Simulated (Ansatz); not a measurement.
Molecular dynamics of FH$_{5}$Si

input.yaml

```yaml
crystal:
  periodic: [false, false, false]
  atoms:
    - { symbol: Si, position_ang: [-0.197637, 0.0, -0.045643] }
    - { symbol: H, position_ang: [0.052736, -2.0e-06, 1.664332] }
    - { symbol: H, position_ang: [1.301973, 2.0e-06, -0.075227] }
    - { symbol: H, position_ang: [-0.562517, 1.271496, -0.711432] }
    - { symbol: H, position_ang: [-0.562515, -1.271497, -0.711428] }
    - { symbol: F, position_ang: [-1.873754, 3.0e-06, 0.892756] }
    - { symbol: H, position_ang: [-0.923985, -2.0e-06, 1.627041] }
basis:
  gaussian: { orbitals: def2-SVP }
hamiltonian:
  xc: cam_b3lyp
  dispersion: d4
md:
  timestep: 0.5
  n_steps: 200
  ensemble: nve
  temperature: 100.0
  initial_velocities: maxwell_boltzmann
  seed: 8157
```

Run as:

```bash
$ ansatz run input.yaml --threads 1 --pin off --max-ram 2048MiB --backend cpu --events-out ev --progress --plain --runs-dir out
```

It starts at the highest image of a converged band. Of that band: Neighbouring images differ by up to 1.4 eV, so the band resolves the path poorly. A vibrational analysis at the climbing image gives 2 clearly imaginary modes (1215i, 116i cm⁻¹): a point of higher order, so a lower path passes nearby.

Output, in part (step lines, the closing report, with atoms numbered from 0):

```
md step     0: t =     0.00 fs  T =   100.0 K  F+E_penalty+E_count = -10668.73216411 eV  E_kin = 0.064630 eV  conserved = -10668.66753411 eV  (21 SCF iters)
md step     1: t =     0.50 fs  T =    98.0 K  F+E_penalty+E_count = -10668.73087201 eV  E_kin = 0.063355 eV  conserved = -10668.66751730 eV  (23 SCF iters)
md step     2: t =     1.00 fs  T =    92.3 K  F+E_penalty+E_count = -10668.72712252 eV  E_kin = 0.059647 eV  conserved = -10668.66747548 eV  (23 SCF iters)
md step     3: t =     1.50 fs  T =    83.8 K  F+E_penalty+E_count = -10668.72157026 eV  E_kin = 0.054156 eV  conserved = -10668.66741407 eV  (23 SCF iters)
md step     4: t =     2.00 fs  T =    74.0 K  F+E_penalty+E_count = -10668.71517488 eV  E_kin = 0.047832 eV  conserved = -10668.66734308 eV  (23 SCF iters)
md step     5: t =     2.50 fs  T =    64.6 K  F+E_penalty+E_count = -10668.70904771 eV  E_kin = 0.041774 eV  conserved = -10668.66727407 eV  (23 SCF iters)
md step     6: t =     3.00 fs  T =    57.3 K  F+E_penalty+E_count = -10668.70427176 eV  E_kin = 0.037054 eV  conserved = -10668.66721786 eV  (23 SCF iters)
md step     7: t =     3.50 fs  T =    53.5 K  F+E_penalty+E_count = -10668.70172963 eV  E_kin = 0.034547 eV  conserved = -10668.66718276 eV  (23 SCF iters)
[... lines left out ...]
Total energy: -10669.81603344 eV, -392.1085069680 hartree
Atom 0 at     0.984463    -0.003269    -0.598104 Å, force    -0.324015    -0.489122     0.098202 eV/Å
Atom 1 at     2.227238     0.079427     0.272290 Å, force    -0.539335    -0.045803    -0.350358 eV/Å
Atom 2 at     1.280165     0.060205    -2.040164 Å, force     0.385595    -0.003708    -0.235292 eV/Å
Atom 3 at     0.043949     1.127883    -0.381807 Å, force     0.060634     0.045584     0.306836 eV/Å
Atom 4 at     0.213620    -1.306416    -0.419570 Å, force     0.407513     0.492642     0.183570 eV/Å
Atom 5 at    -3.670081     0.006454     1.891137 Å, force     0.275242     0.003997    -1.970580 eV/Å
Atom 6 at    -3.538573     0.008389     0.938146 Å, force    -0.265633    -0.003590     1.967621 eV/Å
Dipole moment:     0.110190     0.008277    -0.357910 e Å
```

The steps, from the saved trajectory:

```json
{"time (fs)": "0.0", "T (K)": "100", "potential energy less start (eV)": "0.000", "conserved less start (meV/atom)": "0.00"}
{"time (fs)": "3.0", "T (K)": "57", "potential energy less start (eV)": "0.028", "conserved less start (meV/atom)": "0.05"}
{"time (fs)": "6.0", "T (K)": "96", "potential energy less start (eV)": "0.003", "conserved less start (meV/atom)": "0.03"}
{"time (fs)": "9.0", "T (K)": "207", "potential energy less start (eV)": "-0.069", "conserved less start (meV/atom)": "0.01"}
{"time (fs)": "12.0", "T (K)": "337", "potential energy less start (eV)": "-0.153", "conserved less start (meV/atom)": "0.07"}
{"time (fs)": "15.0", "T (K)": "708", "potential energy less start (eV)": "-0.393", "conserved less start (meV/atom)": "-0.09"}
{"time (fs)": "18.0", "T (K)": "966", "potential energy less start (eV)": "-0.559", "conserved less start (meV/atom)": "0.05"}
{"time (fs)": "21.0", "T (K)": "1298", "potential energy less start (eV)": "-0.774", "conserved less start (meV/atom)": "0.00"}
{"time (fs)": "24.0", "T (K)": "1513", "potential energy less start (eV)": "-0.914", "conserved less start (meV/atom)": "-0.09"}
{"time (fs)": "27.0", "T (K)": "1655", "potential energy less start (eV)": "-1.005", "conserved less start (meV/atom)": "-0.02"}
{"time (fs)": "30.0", "T (K)": "1786", "potential energy less start (eV)": "-1.089", "conserved less start (meV/atom)": "0.09"}
{"time (fs)": "33.0", "T (K)": "1875", "potential energy less start (eV)": "-1.147", "conserved less start (meV/atom)": "0.01"}
{"time (fs)": "36.0", "T (K)": "2019", "potential energy less start (eV)": "-1.241", "conserved less start (meV/atom)": "-0.13"}
{"time (fs)": "39.0", "T (K)": "1993", "potential energy less start (eV)": "-1.223", "conserved less start (meV/atom)": "0.01"}
{"time (fs)": "42.0", "T (K)": "1977", "potential energy less start (eV)": "-1.212", "conserved less start (meV/atom)": "0.07"}
{"time (fs)": "45.0", "T (K)": "2043", "potential energy less start (eV)": "-1.257", "conserved less start (meV/atom)": "-0.11"}
{"time (fs)": "48.0", "T (K)": "2019", "potential energy less start (eV)": "-1.241", "conserved less start (meV/atom)": "-0.11"}
{"time (fs)": "51.0", "T (K)": "1978", "potential energy less start (eV)": "-1.213", "conserved less start (meV/atom)": "0.04"}
{"time (fs)": "54.0", "T (K)": "1957", "potential energy less start (eV)": "-1.200", "conserved less start (meV/atom)": "0.08"}
{"time (fs)": "57.0", "T (K)": "2002", "potential energy less start (eV)": "-1.230", "conserved less start (meV/atom)": "-0.08"}
{"time (fs)": "60.0", "T (K)": "1956", "potential energy less start (eV)": "-1.200", "conserved less start (meV/atom)": "-0.06"}
{"time (fs)": "63.0", "T (K)": "1883", "potential energy less start (eV)": "-1.152", "conserved less start (meV/atom)": "0.10"}
{"time (fs)": "66.0", "T (K)": "1883", "potential energy less start (eV)": "-1.152", "conserved less start (meV/atom)": "0.03"}
{"time (fs)": "69.0", "T (K)": "1900", "potential energy less start (eV)": "-1.164", "conserved less start (meV/atom)": "-0.11"}
{"time (fs)": "72.0", "T (K)": "1925", "potential energy less start (eV)": "-1.180", "conserved less start (meV/atom)": "-0.09"}
{"time (fs)": "75.0", "T (K)": "1847", "potential energy less start (eV)": "-1.128", "conserved less start (meV/atom)": "0.08"}
{"time (fs)": "78.0", "T (K)": "1873", "potential energy less start (eV)": "-1.146", "conserved less start (meV/atom)": "-0.02"}
{"time (fs)": "81.0", "T (K)": "1886", "potential energy less start (eV)": "-1.155", "conserved less start (meV/atom)": "-0.13"}
{"time (fs)": "84.0", "T (K)": "1793", "potential energy less start (eV)": "-1.094", "conserved less start (meV/atom)": "0.03"}
{"time (fs)": "87.0", "T (K)": "1837", "potential energy less start (eV)": "-1.122", "conserved less start (meV/atom)": "0.09"}
{"time (fs)": "90.0", "T (K)": "1845", "potential energy less start (eV)": "-1.128", "conserved less start (meV/atom)": "-0.01"}
{"time (fs)": "93.0", "T (K)": "1875", "potential energy less start (eV)": "-1.148", "conserved less start (meV/atom)": "-0.10"}
{"time (fs)": "96.0", "T (K)": "1854", "potential energy less start (eV)": "-1.133", "conserved less start (meV/atom)": "0.00"}
{"time (fs)": "99.0", "T (K)": "1763", "potential energy less start (eV)": "-1.074", "conserved less start (meV/atom)": "0.09"}
```

The run went to its last step. The conserved energy stayed within 0.15 meV per atom of its start (net change 0.058 meV per atom), so the integration is sound. The kinetic energy rose, since the run started high on the potential surface and went downhill. It ends in pieces (FH + H4Si), so much of that is their flight and rotation, not heat. A run of 0.1 ps of so small a system gives no equilibrium averages. The orbitals stay closed-shell, which can raise the energy where a bond breaks towards radicals; this wasn't checked here.

Between its relaxed ends the band would form Si1–F6, H2–H7 and break Si1–H2, F6–H7. These pairs go: Si1–F6 1.92 → 5.28 Å, H2–H7 0.98 → 5.80 Å, Si1–H2 1.73 → 1.52 Å, F6–H7 1.20 → 0.96 Å. In the last frame they stand as before the step (other bonds may differ from the relaxed reactants and products). It ends as FH + H4Si. Pairs count as bonded within 1.25 times the sum of covalent radii (0.12 Å more for H–H).

Last frame:

```xyz
7
Properties=species:S:1:pos:R:3
Si 0.985 -0.003 -0.598
H 2.227 0.079 0.272
H 1.280 0.060 -2.040
H 0.044 1.128 -0.382
H 0.214 -1.306 -0.420
F -3.670 0.006 1.891
H -3.539 0.008 0.938
```

The run took 4 min on 1 thread of Arm Neoverse V1, with other jobs on the host, peak memory 0.11 GiB.
